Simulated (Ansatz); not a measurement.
Ansatz (a quantum-chemistry and plane-wave program) input (B3LYP/6-31G*):

Ansatz 0.2 input:
```yaml
crystal:
  periodic: [false, false, false]
  atoms:
    - {symbol: P, position_ang: [0.00519948, -0.00154342, 0.11717760]}
    - {symbol: H, position_ang: [-0.05037029, 1.03712689, -0.86481911]}
    - {symbol: H, position_ang: [-0.02762184, -1.01397561, -0.89284487]}
basis:
  gaussian:
    orbitals: 6-31G*
hamiltonian:
  xc: {name: B3LYP}
magnetization: {spin_polarized: true, initial_magnetization: 1}
phonons: {temperatures: {t_min: 298.15, t_max: 298.15, t_step: 100}}
```

Which harmonic wavenumbers does it give?

1153, 2376, 2388 cm⁻¹ (unscaled; negative means imaginary).
